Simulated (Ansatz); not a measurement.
Basis-set extrapolation for `COCC(=O)O` (PBE0-D4/def2-TZVP geometry, frozen core, Ansatz). Multiplicity 1, RHF reference.

|  | def2-TZVPP | def2-QZVPP |
| --- | --- | --- |
| HF | -341.829232 | -341.844866 |
| MP2 correlation | -1.198782 | -1.288026 |
| CCSD(T) correlation | -1.274051 | not run |

Energies in hartree. Use E(X) = E(∞) + A·exp(−7.88·√X) for Hartree–Fock and E(X) = E(∞) + B·X^(−2.97) for correlation, with X = 3 and 4, and add CCSD(T) minus MP2 of the smaller set to the MP2 limit.

Task: What is the CCSD(T) energy at the basis-set limit?

Result: HF limit: -341.844866 + (-0.015634) × 0.13774 = -341.84702. MP2 limit: -1.288026 + (-0.089244) × 0.74074 = -1.35413. Higher-order term: -1.274051 − (-1.198782) = -0.07527. Total: -343.27642 hartree, 454.6 kJ/mol below CCSD(T)/def2-TZVPP.
